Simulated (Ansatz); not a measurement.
AlH₄NSi, SMILES [NH]1[AlH][SiH2]1, vertical and adiabatic energies of changing the electron count

Program: Ansatz 0.2.0, Python API.

The cells in order, each with its output:

```python
from dataclasses import dataclass
import itertools

import ansatz as az
from ase.data import atomic_numbers, covalent_radii
import numpy as np
```

```python
@dataclass(frozen=True)
class RunConfig:
    basis: str = "cc-pVDZ"
    xc: str = "cam_b3lyp"
    net_charge: int = 1
```

```python
settings = RunConfig()
```

```python
geometry_ang = [
    ("N", (-0.7436, -0.0078, -0.7954)),
    ("Al", (0.2927, -1.3646, -0.0834)),
    ("Si", (-0.12, 0.797, 0.656)),
    ("H", (-0.1978, 0.4227, -1.6352)),
    ("H", (1.036, -2.7821, -0.1986)),
    ("H", (-1.1301, 1.0321, 1.6815)),
    ("H", (0.924, 1.8347, 0.3296)),
]
molecule = az.Crystal.molecule()
for symbol, xyz in geometry_ang:
    molecule = molecule.atom(symbol, xyz)
```

```python
base = (
    molecule.calculation()
    .basis(gaussian=settings.basis)
    .functional(settings.xc)
)
symbols = [site.symbol for site in molecule.cartesian_sites]
start = np.array([site.position_ang for site in molecule.cartesian_sites], dtype=float)
data = base.relax(force_tolerance=0.01).run(threads=1, backend="cpu").report
end = np.array(data["positions_ang"])
```

```python
minimum = az.Crystal.molecule()
for symbol, place in zip(symbols, end):
    minimum = minimum.atom(symbol, place.tolist())
ion = (
    minimum.calculation()
    .basis(gaussian=settings.basis)
    .functional(settings.xc)
    .charge(settings.net_charge)
    .spin("collinear", total=1)
)
vertical = ion.run(threads=1, backend="cpu").report
settled = ion.relax(force_tolerance=0.01, max_steps=80).run(threads=1, backend="cpu").report
print(f"vertical ionisation energy   {vertical['free_energy_ev'] - data['free_energy_ev']:.3f} eV")
print(f"adiabatic, no zero point     {settled['free_energy_ev'] - data['free_energy_ev']:.3f} eV")
print(f"relaxation energy of the ion {vertical['free_energy_ev'] - settled['free_energy_ev']:.3f} eV")
ionised = np.array(settled["positions_ang"])
radius = [covalent_radii[atomic_numbers[s]] for s in symbols]
span = lambda where, i, j: np.linalg.norm(where[i] - where[j])
bonded = [(i, j) for i, j in itertools.combinations(range(len(symbols)), 2) if min(span(end, i, j), span(ionised, i, j)) < 1.2 * (radius[i] + radius[j])]
print("pair        before    after (A)")
for i, j in bonded:
    print(f"{symbols[i]}{i}-{symbols[j]}{j}".ljust(10), f"{span(end, i, j):8.4f} {span(ionised, i, j):8.4f}")
```

    vertical ionisation energy   8.624 eV
    adiabatic, no zero point     7.752 eV
    relaxation energy of the ion 0.873 eV
    pair        before    after (A)
    N0-Al1       1.7882   1.7768
    N0-Si2       1.7946   1.7463
    N0-H3        1.0161   1.0238
    Al1-Si2      2.3169   2.6134
    Al1-H4       1.5767   1.5542
    Si2-H5       1.5000   1.4826
    Si2-H6       1.5000   1.4805

The energies are electronic: no zero-point or thermal terms, and the basis set is short of its limit. The product may relax into another structure. The relaxation finds the nearest minimum, so the adiabatic value is an upper bound. Wall time of the script: 2 min on 1 thread of Arm Neoverse V2 (shared host), peak memory 0.28 GiB.
